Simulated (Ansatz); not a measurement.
# SiO, singlet: the ladder up to full CI

Geometry: MP2(full)/6-31G*, from the G2/97 set.

```xyz
2

Si    0.0000    0.0000    0.0000
O     0.0000    0.0000    1.5423
```

Basis STO-3G; Ansatz 0.2.0. Correlated methods freeze the noble-gas cores, which leaves 10 electrons in 8 orbitals. Prefix R: restricted or restricted open-shell reference; prefix U: unrestricted. Active spaces: valence = (10e, 8o) chosen from the atoms' valence shells.

Full CI is exact within this basis and frozen core; it isn't the basis-set limit. The frozen core follows each run's orbitals, which can shift R against U totals by a few meV.

Unrestricted rows (U) aren't spin-pure: their determinants' ⟨S²⟩ exceeds S(S+1) by up to 0.47, so they mix in states of higher spin.

The UHF ⟨S²⟩ is 0.465, the T1 diagnostic (RCCSD) is 0.0417 and the largest doubles amplitude (RCCSD) is 0.137.

```tsv
level	E − E(RHF) (eV)
UHF	-0.1292
RMP2	-4.0601
UMP2	-2.5977
RCCSD	-3.6692
UCCSD*	-3.7537
RCCSD(T)	-4.1761
UCCSD(T)*	-4.0287
```

(1) Estimate how far full CI in STO-3G lies from RCCSD(T). The table doesn't fix it; the size of (T) and the diagnostics are the guide.

(1) Full CI in STO-3G lies 1.4 kJ/mol above RCCSD(T), which is 3 % of the (T) step (-48.9 kJ/mol). (T) overshoots here: it takes the energy past the reference.

The other levels:

```tsv
level	E − E(full CI) (kJ/mol)	share of correlation (%)	wall time
CISD	54.7	86.39	0.06 s
BCCD(T)	-0.9	100.21	0.18 s
RCCSDT	-3.8	100.95	–
UCCSDT	-6.8	101.68	–
CISDTQ	6.0	98.51	0.12 s
RCCSDT(Q)	1.3	99.68	0.33 s
UCCSDT(Q)	-5.7	101.41	1.8 s
RCCSDTQ	-0.4	100.11	1.2 s
UCCSDTQ	-0.3	100.08	16 s
```

An asterisk marks runs whose energy the program itself flagged as in doubt.

The correlation energy at full CI, counted from RHF, is -4.162 eV. That run took 0.15 s on 1 thread of AMD EPYC 7R13, shared host over 792 determinants.

Run but not shown, since their state or frozen core can't be matched to the reference's or they repeat it: CASSCF (valence space), NEVPT2 (valence space), NEVPT4(SD) (valence space), MRCISD (valence space), MRCISD+Q (valence space).

Times hold each run's SCF and search for its determinant on a shared host, so for small cases they say little of a method's own cost; they ran on 1 thread of AMD EPYC 7R13.

More than 5 meV below full CI, which no variational method can be: RCCSD(T), BCCD(T), RCCSDT, UCCSDT, UCCSDT(Q).

The full-CI state has the irrep A1 of C2v, in the program's axes (one component, if the state is degenerate).

Natural occupations of full CI about the gap: 1.998 1.978 1.958 1.905 1.905 0.108 0.108 0.038; effectively unpaired electrons, Σ n²(2−n)², 0.16.

Atomization energy (electronic, same basis, no zero-point term; atoms at the same level, unrestricted beside the R rows where the molecule is a closed shell, with restricted open-shell steps beyond CCSDT(Q)) at full CI: 690.6 kJ/mol. Errors of other levels:

| level | error (kJ/mol) |
| --- | --- |
| RHF | -366.3 |
| UHF | -353.9 |
| RMP2 | 6.2 |
| UMP2 | -134.9 |
| CISD | -54.7 |
| RCCSD | -47.5 |
| UCCSD* | -39.4 |
| RCCSD(T) | 1.4 |
| UCCSD(T)* | -12.9 |
| BCCD(T) | 0.9 |
| RCCSDT | 3.8 |
| UCCSDT | 6.8 |
| CISDTQ | -6.0 |
| RCCSDT(Q) | -1.3 |
| UCCSDT(Q) | 5.7 |
| RCCSDTQ | 0.4 |
| UCCSDTQ | 0.3 |

This basis is far from its limit, so the value isn't to be set against a measured one. Truncated CI isn't size-consistent, which counts against it in atomization.
